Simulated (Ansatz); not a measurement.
# PSi2: the cost of one run

Computed with Ansatz 0.2.0, Gaussian basis. Level: def2-QZVPP, core rule «outside noble gas», up to 15 orbitals frozen.

The runs, in order: UHF; ROHF; CCSD(T) on UHF.

3 further runs of the same task are left out: 1 that didn't finish, 2 set aside as unsound or not needed. Runs told in other sessions of the task aren't counted.

## Step 1: What is computed

The geometry is a PBE0/def2-TZVP stationary point (not a proven minimum).

3 atoms, charge 0, spin multiplicity 4.

Atoms are counted from 1 here; the program's logs count them from 0.

Bond lengths: P1–Si2 2.102 Å, Si2–Si3 2.227 Å. Angles: P1–Si2–Si3 180.0°.

## Step 2: UHF

The input, in.yaml:

```yaml
crystal:
  periodic: [false, false, false]
  atoms:
    - {symbol: P, position_ang: [0.000000, 0.000000, -2.143900]}
    - {symbol: Si, position_ang: [0.000000, 0.000000, -0.041700]}
    - {symbol: Si, position_ang: [0.000000, 0.000000, 2.185600]}
basis:
  gaussian: {orbitals: "def2-QZVPP.json"}
magnetization: {spin_polarized: true, initial_magnetization: 3}
hamiltonian: {xc: hf}
output: {orbitals: {seedname: orbitals}}
```

The run is started by

```sh
ansatz run in.yaml --threads 1 --pin off --events-out ev --progress --plain --max-ram 2393MiB
```

What time and memory should one allow on 1 thread of Arm Neoverse V1, shared host?

About 74 s, with a peak of 0.73 GiB.
